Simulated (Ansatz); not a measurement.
Ansatz input

```yaml
crystal:
  lattice:
    - [2.7370095373, 0.0, 0.0]
    - [-1.3685047686, 2.3703197897, 0.0]
    - [0.0, 0.0, 4.3056799152]
  atoms:
    - { symbol: Ru, position: [0.3333333333, 0.6666666667, 0.25], spin: 1.0 }
    - { symbol: Ru, position: [0.6666666667, 0.3333333333, 0.75], spin: 1.0 }
hamiltonian:
  xc: rpbe
  pseudopotentials:
    kind: paw
    azcp:
      Ru: "pseudopotentials/Ru.paw.azcp"
basis:
  ecutwfc: 420
  fft_grid_basis: typed
kpoints:
  mp_grid: { grid: [22, 22, 12], shift: [0, 0, 0] }
magnetization:
  spin_polarized: true
scf:
  occupations: { method: fermi_dirac, width: 0.05 }
```

Terminal output

```
Engine: ansatz 0.2.0, aarch64-unknown-linux-gnu
Pseudopotentials: kind: paw
Pseudopotential: Ru, paw, valence charge 16, recommended cutoff 420 eV (normal) 
Functional definition: RPBE
  parameter kappa = 0.804
  parameter beta = 0.06672455060314922
  exchange = rpbe_x(kappa = kappa, mu = beta*pi^2/3)
  correlation = pbe_c(beta = beta)
Crystal: 2 atoms, lattice volume = 27.933 Å³
Basis set: ecut = 420 eV, 537 PW (Γ)
Bands: 21, of which v1, the nominal top of the filled ones, is band 16 counted from 1 (15 counted from 0)
Symmetry: 24 space group operations
Space group: P63/mmc (ITA 194), of the structure as read, at distance tolerance 3.0e-5 Å
Magnetic group: BNS 194.263 (UNI 1493), of the structure as read, at distance tolerance 3.0e-5 Å
k-points: 364 of 5808
Non-local potential: Ru, projectors of the file, l = 0: 3, l = 1: 2, l = 2: 2, l = 3: 1
PAW form: soft (Blöchl's): semilocal exchange-correlation on the pseudo side does not see the compensation charge
PAW frozen core: Ru, regenerated for the run's functional, and the local potential with it (the file was generated under x = pbe(κ = 0.804, μ = 0.2195149727645171), c = pbe(β = 0.06672455060314922))
PAW one-centre angular grid: Ru, 590 points (default); XC on 64 Gauss nodes
Initial density: superposition of atomic densities (chi_scale 0.1, normalization cell)
Starting moments: Σ|m| = 2 μB on 2 of 2 sites
Initial wavefunctions: pseudopotential atomic-orbital guess
Functional: x = rpbe, c = pbe(β = 0.06672455060314922)
SCF iter   1: F=—  HF=-11774.195962 eV  |F-HF|=—  |Δ(HF+E_count)|=         —  Δρ=1.01e-1 (↑1.01e-1 ↓4.08e-2)  dr2=3.80e0  dr2_m=6.30e-1  M=0.140 μB ∫|m|=0.140 μB  β_m=0.30  ethr=3.10e-3  ⟨swp⟩=5.1  Hψ=60812  notcnv=0
Mixer restart at iter 1: flushing history
SCF iter   2: F=—  HF=-11772.748267 eV  |F-HF|=—  |Δ(HF+E_count)|=    1.45e0  Δρ=6.88e-2 (↑6.88e-2 ↓2.87e-2)  dr2=1.68e0  dr2_m=3.20e-1  M=0.107 μB ∫|m|=0.107 μB  β_m=0.60  ethr=3.10e-3  ⟨swp⟩=2.6  Hψ=28220  notcnv=0  defer=203
SCF iter   3: F=—  HF=-11771.976240 eV  |F-HF|=—  |Δ(HF+E_count)|=   7.72e-1  Δρ=6.04e-3 (↑5.76e-3 ↓6.04e-3)  dr2=8.26e-3  dr2_m=3.59e-3  M=0.016 μB ∫|m|=0.016 μB  β_m=0.80  ethr=3.10e-3  ⟨swp⟩=2.3  Hψ=27880  notcnv=0  defer=203
SCF iter   4: F=—  HF=-11771.967336 eV  |F-HF|=—  |Δ(HF+E_count)|=   8.90e-3  Δρ=4.19e-4 (↑4.19e-4 ↓3.66e-4)  dr2=9.09e-5  dr2_m=3.52e-6  M=0.000 μB ∫|m|=0.001 μB  β_m=0.80  ethr=2.58e-5  ⟨swp⟩=2.2  Hψ=35805  notcnv=0  defer=107
SCF iter   5: F=—  HF=-11771.967300 eV  |F-HF|=—  |Δ(HF+E_count)|=   3.61e-5  Δρ=1.32e-4 (↑1.32e-4 ↓1.20e-4)  dr2=1.39e-5  dr2_m=1.75e-7  M=0.000 μB ∫|m|=0.000 μB  β_m=0.84  ethr=2.84e-7  ⟨swp⟩=2.0  Hψ=26483  notcnv=0  defer=107
SCF iter   6: F=—  HF=-11771.967293 eV  |F-HF|=—  |Δ(HF+E_count)|=   6.99e-6  Δρ=3.11e-5 (↑3.11e-5 ↓1.75e-5)  dr2=5.04e-7  dr2_m=1.63e-8  M=0.000 μB ∫|m|=0.000 μB  β_m=0.85  ethr=4.34e-8  ⟨swp⟩=2.5  Hψ=25437  notcnv=0  defer=107
SCF iter   7: F=—  HF=-11771.967292 eV  |F-HF|=—  |Δ(HF+E_count)|=   4.73e-7  Δρ=3.87e-6 (↑3.87e-6 ↓2.67e-6)  dr2=3.26e-9  dr2_m=1.56e-9  M=0.000 μB ∫|m|=0.000 μB  β_m=0.82  ethr=1.57e-9  ⟨swp⟩=2.6  Hψ=27094  notcnv=0  defer=107
SCF iter   8: F=—  HF=-11771.967292 eV  |F-HF|=—  |Δ(HF+E_count)|=   8.77e-9  Δρ=1.07e-6 (↑1.07e-6 ↓8.55e-7)  dr2=7.81e-11  dr2_m=1.96e-10  M=0.000 μB ∫|m|=0.000 μB  β_m=0.91  ethr=1.02e-11  ⟨swp⟩=2.0  Hψ=26436  notcnv=0  defer=107
SCF iter   9: F=-11771.967292 eV  HF=-11771.967292 eV  |F-HF|=7.28e-12  |Δ(HF+E_count)|=  3.46e-11  Δρ=1.39e-7 (↑9.93e-8 ↓1.39e-7)  dr2=1.12e-11  dr2_m=7.31e-13  M=0.000 μB ∫|m|=0.000 μB  ethr=1.00e-12  ⟨swp⟩=1.6  Hψ=40218  notcnv=0
SCF 1 converged in 9 iterations: F = -11771.967292 eV  dr2 = 1.12e-11
WARN: the starting moments were not kept: the SCF closed with an absolute magnetisation of 8.5e-7 μB, where they sum to 2 μB in size (2 sites). That is at most 0.1 of that sum. Measured as dr2_m measures the in/out step, that magnetisation stands 1.2e-13 eV from none, at or under the dr2_threshold of 1.0e-7 eV: it is no larger than a step whose dr2_m would equal this threshold. The system may hold no moment; this SCF shows only that its start led to no more than that. To try another start: raise the starting moments (crystal.atoms[].spin, magnetization.per_species, magnetization.initial_magnetization, or on a non-collinear deck that types none of these the spinor_matrix: blocks that start its atoms; where the total moment is fixed, keep their sum and leave initial_magnetization as it is; typed ones take the place of any that the run laid by itself, positive ones on a crystal's lanthanoids without a Hubbard term where scf.initial_density.shell_occupations: [] is typed) or, if the notice of its spin-set hold's release reads "site moments contracting" or "site moments show no strong build", lengthen the hold (scf.mixing.spin_hold: { on: { confirm: 4 } }; for m-r²SCAN on two components see the key's manual first). Each may lead to a state that holds a moment. A second SCF, from the converged charge density, with the starting moments and any scf.initial_density.shell_occupations laid on it anew, would have followed, and was not run: the deck does not ask for one (magnetization.retry_lost_moments is false, the default). To let it run, set magnetization.retry_lost_moments: true and run the deck again, where that key's refused combinations let it; where memory then withholds it, that run's warning says so.
SCF converged after 9 iterations
Magnetization: 0.0000 μB (16.0000 up, 16.0000 down)
Absolute magnetization: 0.0000 μB (∫|ρ↑−ρ↓|, with the PAW one-centre terms)
Spin contamination: 0.0000 ħ² per cell (⟨S²⟩ above its minimum at these occupations)
Per-site moments (μB) at R_I (Å): [(-1.0418407283725535e-7, 1.1015985012462206), (-1.0418407288262233e-7, 1.1015985012462206)]
Free energy (F): -11771.967292 eV
Harris-Foulkes:  -11771.967292 eV  (|F-HF|=7.28e-12)
Internal energy: -11771.955046 eV  (E = F + TS)
E sigma→0 (E₀):  -11771.961169 eV
Entropy (-TS):   -0.012246 eV (-6.123 meV/atom)
Fermi energy:    22.801301 eV
--- Per-component energies (eV) ---
  E_band       = -126.865194
  E_kinetic    = 1026.673315
  E_local      = -2573.479476  (includes V_loc(G=0)·N_el)
  E_nonlocal   = 683.934930
  E_hartree    = 827.669759
  E_xc         = -380.969412
  E_vxc        = -477.723595  (∫ρ·V_xc dr)
  E_paw        = -6935.533063  (= ΣΔE_a)
  E_vpaw       = -441.609724  (= ΣTr[D̂ρ^β])
  E_aug_tail   = -0.000345  (compensation charges beyond the density's cutoff)
  E_ewald      = -4420.050360
  E_core_change = -0.200394  (= ΣΔE_core)
  E_smearing   = -0.012246  (= −TS)
  E_closure    = 0.000000  (closes the sum)
  Σ components = -11771.967292   (vs F -11771.967292, Δ=0.00e0)
```
